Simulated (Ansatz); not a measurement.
FeGe2 (I4/mcm)

Theory: Ansatz 0.2.0, DFT r2SCAN, scalar-relativistic, plane waves, PAW.

Plane waves to 500 eV, a k mesh through Γ of 10×10×10 on the computed 6-atom cell and Gaussian smearing (0.10 eV); collinear spin from starting moments 2.19 2.19 0 0 0 0 μB.

The structure is relaxed at this level of theory with its symmetry kept. Whether it is the stable form of this composition wasn't checked.

```cif
data_structure
_symmetry_space_group_name_H-M 'I4/mcm'
_symmetry_Int_Tables_number 140
_cell_length_a 5.9277
_cell_length_b 5.9277
_cell_length_c 4.9087
_cell_angle_alpha 90.000
_cell_angle_beta 90.000
_cell_angle_gamma 90.000
_cell_volume 172.48
loop_
_atom_site_label
_atom_site_type_symbol
_atom_site_symmetry_multiplicity
_atom_site_Wyckoff_symbol
_atom_site_fract_x
_atom_site_fract_y
_atom_site_fract_z
_atom_site_occupancy
Fe1 Fe 4 a 0.00000 0.00000 0.75000 1
Ge1 Ge 8 h 0.65461 0.15461 0.00000 1
```

```json
{
 "Space group": "I4/mcm (No. 140)",
 "Volume per atom": "97.0 bohr³",
 "Formation energy from the elements' standard states (uncorrected)": "+0.118 eV/atom",
 "Generalised Kohn–Sham band gap": "none (metal)",
 "Density of states at the Fermi level": "2.93 states/eV per cell",
 "Löwdin character within 0.5 eV of the Fermi level": "Fe 3d 56 %, Ge 4p 30 %, Ge 4s 9 %",
 "Bader charges (e)": "Fe (2 in the cell) 0.07, Ge (4 in the cell) -0.03",
 "Total moment": "3.38 μB per cell",
 "Site moments (μB; atoms counted from 1 over the whole cell)": "Fe (atom 1) 1.99, Fe (atom 2) 1.99, Ge (atom 3) -0.08, Ge (atom 4) -0.08, Ge (atom 5) -0.08, Ge (atom 6) -0.08"
}
```

The state reached may not be the lowest one. Only parallel moments were tried here.

Only this magnetic start was tried.

Cost: 1 run of about 5.6 core-minutes, on Arm Neoverse V2 (shared hosts).